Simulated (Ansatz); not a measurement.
Barrier F + H2 via FH2, on the benchmark's geometries as Psi4's copy gives them; open shells unrestricted, no zero-point energy, no spin–orbit coupling.
Transition structure (charge 0, multiplicity 2):
```csv
atom,x (Å),y (Å),z (Å)
H,0.1466,-1.1284,0.0000
F,0.0000,0.3304,0.0000
H,-0.1466,-1.8454,0.0000
```

Run with Ansatz (Gaussian orbitals). 

The barrier height (kcal/mol) and the share of exact exchange:

```json
[
 {"functional": "PBE/def2-TZVPPD", "exact exchange (%)": "0", "value": "-12.63"},
 {"functional": "PBE0/def2-TZVPPD", "exact exchange (%)": "25", "value": "-4.51"},
 {"functional": "BLYP/def2-TZVPPD", "exact exchange (%)": "0", "value": "-11.28"},
 {"functional": "B3LYP/def2-TZVPPD", "exact exchange (%)": "20", "value": "-5.66"},
 {"functional": "BHLYP/def2-TZVPPD", "exact exchange (%)": "50", "value": "1.57"},
 {"functional": "r2SCAN/def2-TZVPPD", "exact exchange (%)": "0", "value": "-6.99"}
]
```

### Question
Take the value as linear in the share of exact exchange along PBE and PBE0. Give the slope, say whether the sign turns, and set the other functionals against that line.

### Answer

Slope: (-4.51 − (-12.63))/2.5 = 3.25 kcal/mol for each 10 %. The line crosses zero at 39 %, where the sign would turn. At 50 % it gives 3.6 kcal/mol. The LYP pair gives (1.57 − (-11.28))/5 = 2.57 for each 10 %. BHLYP, at 50 %, lies -2.0 from the PBE line. B3LYP, at 20 %, lies 0.5 from the PBE line. r2SCAN, with none, stands 5.6 from PBE.

Ansatz is a first-principles code.
